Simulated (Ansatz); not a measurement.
# Si2H6 (SMILES [SiH3][SiH3]) at r2SCAN0/aug-cc-pVDZ

Aim: the vertical singlet–triplet gap of Si2H6 at r2SCAN0/aug-cc-pVDZ, from 2 runs. 

The calculation is run with Ansatz 0.2.0.

35 further runs of the same task are left out: 7 that didn't finish, 28 set aside as unsound or not needed. Runs told in other sessions of the task aren't counted.

## Step 1: The system as given

Si2H6 has 8 atoms, charge 0, and is taken as a singlet. As SMILES, `[SiH3][SiH3]`. The coordinates come from a PBE0-D4/def2-TZVP relaxation.

Bond lengths: Si1–Si2 2.338 Å, Si1–H3 1.488 Å, Si1–H4 1.488 Å, Si1–H5 1.488 Å, Si2–H6 1.488 Å, Si2–H7 1.488 Å, Si2–H8 1.488 Å. Some angles: Si1–Si2–H6 110.3°, Si1–Si2–H7 110.3°, Si1–Si2–H8 110.3°, Si2–Si1–H3 110.3°, Si2–Si1–H4 110.3°, Si2–Si1–H5 110.3°, H6–Si2–H7 108.7°, H6–Si2–H8 108.7°, H7–Si2–H8 108.7°, H3–Si1–H4 108.7°.

## Step 2: The energy at r2SCAN0/aug-cc-pVDZ

Input file input.yaml:

```yaml
crystal:
  periodic: [false, false, false]
  atoms:
    - {symbol: Si, position_ang: [-0.340500, 0.490200, -1.004900]}
    - {symbol: Si, position_ang: [0.363500, -0.504400, 0.991000]}
    - {symbol: H, position_ang: [0.833900, 0.948200, -1.794900]}
    - {symbol: H, position_ang: [-1.112900, -0.483900, -1.821900]}
    - {symbol: H, position_ang: [-1.208000, 1.664100, -0.717900]}
    - {symbol: H, position_ang: [1.139000, 0.468600, 1.806300]}
    - {symbol: H, position_ang: [1.228100, -1.680500, 0.704000]}
    - {symbol: H, position_ang: [-0.811000, -0.959200, 1.782600]}
basis:
  gaussian:
    orbitals: aug-cc-pVDZ
hamiltonian:
  xc: {name: r2SCAN0}
accuracy: high
output:
  orbitals: {seedname: orbitals}
```

Run with:

```
$ ansatz run input.yaml --threads 1 --pin off --max-ram 3480MiB --events-out events.jsonl --progress --plain --runs-dir runs
```

The log of the run:

```text
Warning: RAYON_NUM_THREADS=1 ignored (pool sized by the plan → 1); use --threads N
Functional definition: r2SCAN0
  name "r2SCAN0"
  parameter a = 0.25
  parameter k0 = 0.174
  parameter k1 = 0.065
  parameter a1 = 4.9479
  exchange = (1 - a)*r2scan_x(k0 = k0, k1 = k1, a1 = a1) + a*exact_x
  correlation = r2scan_c
2209 factors; integrals over basis functions are off by at most 3.3e-9 eV
mean field evaluation 1: about -15850.2031 eV, gradient 1.1e1 eV
mean field evaluation 2: about -15850.5717 eV, gradient 4.8e0 eV
mean field evaluation 4: about -15850.6520 eV, gradient 1.9e-1 eV
mean field evaluation 8: about -15850.6759 eV, gradient 3.2e-3 eV
mean field evaluation 16: about -15850.6759 eV, gradient 2.5e-8 eV
mean field -15850.67588835 eV, -582.5015949230 hartree, gradient 2.6e-8 eV, S^2 0.000000; 0 other end points of the search recorded, 0 dependent functions left out
reference -15850.67589029 eV, -582.5015949942 hartree; 17, 17 occupied and 91, 91 virtual orbitals, 2209 factors
Total energy: -15850.67589029 eV, -582.5015949942 hartree
```

Run time: 19 s. Hardware: 1 thread of Arm Neoverse V1, shared host; peak memory 0.42 GiB.

## Step 3: The triplet at the same level

Input file run.yaml:

```yaml
crystal:
  periodic: [false, false, false]
  atoms:
    - {symbol: Si, position_ang: [-0.340500, 0.490200, -1.004900]}
    - {symbol: Si, position_ang: [0.363500, -0.504400, 0.991000]}
    - {symbol: H, position_ang: [0.833900, 0.948200, -1.794900]}
    - {symbol: H, position_ang: [-1.112900, -0.483900, -1.821900]}
    - {symbol: H, position_ang: [-1.208000, 1.664100, -0.717900]}
    - {symbol: H, position_ang: [1.139000, 0.468600, 1.806300]}
    - {symbol: H, position_ang: [1.228100, -1.680500, 0.704000]}
    - {symbol: H, position_ang: [-0.811000, -0.959200, 1.782600]}
basis:
  gaussian: {orbitals: aug-cc-pVDZ}
output: {orbitals: {seedname: orbitals}}
hamiltonian: {xc: {name: r2SCAN0}}
magnetization: {spin_polarized: true, initial_magnetization: 2}
accuracy: high
```

Run with:

```
$ ansatz run run.yaml --threads 1 --pin off --max-ram 3480MiB --events-out events.jsonl --progress --plain --runs-dir runs
```

The log of the run, cut to the lines that bear on the results:

```text
Warning: RAYON_NUM_THREADS=1 ignored (pool sized by the plan → 1); use --threads N
[... 2 set-up lines as earlier in the session ...]
[...]
2209 factors; integrals over basis functions are off by at most 3.3e-9 eV
[...]
mean field -15844.18614506 eV, -582.2631012560 hartree, gradient 5.3e-8 eV, S^2 2.009942; 12 other end points of the search recorded, 0 dependent functions left out
reference -15844.18616142 eV, -582.2631018572 hartree; 18, 16 occupied and 90, 92 virtual orbitals, 2209 factors
Total energy: -15844.18616142 eV, -582.2631018572 hartree
```

Wall time 5 min (1 thread of Arm Neoverse V1, shared host); peak memory 0.68 GiB.

## Step 4: Results

At r2SCAN0/aug-cc-pVDZ:

| quantity | value |
| --- | --- |
| singlet: total energy | -582.50159 Eh |
| singlet: HOMO energy | -8.55 eV |
| singlet: LUMO energy | 0.41 eV |
| singlet: HOMO–LUMO gap | 8.97 eV |
| triplet: total energy | -582.26310 Eh |
| triplet: HOMO energy (highest over α and β) | -2.29 eV |
| triplet: ⟨S²⟩ | 2.010 |
| vertical energy of the triplet above the singlet | 6.490 eV |

In words: At this shape the triplet lies 6.49 eV (626 kJ/mol) above the singlet.
